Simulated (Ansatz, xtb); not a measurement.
**Redistribution: C2HF3O + C3H6F2 → C2H2F2O + C3H5F3**

Species: C2HF3O `FC1OC1(F)F`, singlet; C3H6F2 `CC(F)CF`, singlet; C2H2F2O `FC1OC1F`, singlet; C3H5F3 `CC(F)C(F)F`, singlet. The partners trade F for H; both sit on C, so the bond types are kept.

Shapes, held fixed at every level: PBE0-D4/def2-TZVP. Flexible molecules stand in one conformer, not always the lowest. Programs: Ansatz 0.2.0, xtb 6.7.1. Electronic energies: no zero-point or thermal term.

| level | kind | ΔE (kJ/mol) | less CCSD(T)/CBS estimate |
| --- | --- | --- | --- |
| GFN0-xTB | semi-empirical | +0.4 | +6.5 |
| HF/def2-TZVPP | Hartree–Fock | -4.6 | +1.5 |
| PBE0-D4/def2-TZVPP | global hybrid | -2.3 | +3.8 |
| wB97M-V/def2-TZVPP | range-separated hybrid | -4.2 | +1.9 |
| MP2/def2-TZVPP | perturbation theory | -4.6 | +1.5 |
| CCSD(T)/def2-TZVPP | coupled cluster or CI | -5.2 | +0.9 |
| CCSD/def2-TZVPP | coupled cluster or CI | -5.2 | +0.9 |
| CCSD(T)/CBS estimate | coupled cluster or CI | -6.1 | 0.0 |

The highest level, CCSD(T)/CBS estimate, gives ΔE = -6.1 kJ/mol; the levels span -6.1 to +0.4. They disagree on the sign: 1 of 8 are positive. The column of differences is taken from that level and isn't an error. No measured value is set beside it here. The CBS estimate extrapolates MP2 from def2-TZVPP and def2-QZVPP and adds CCSD(T) − MP2 in the triple-zeta set, cores frozen.
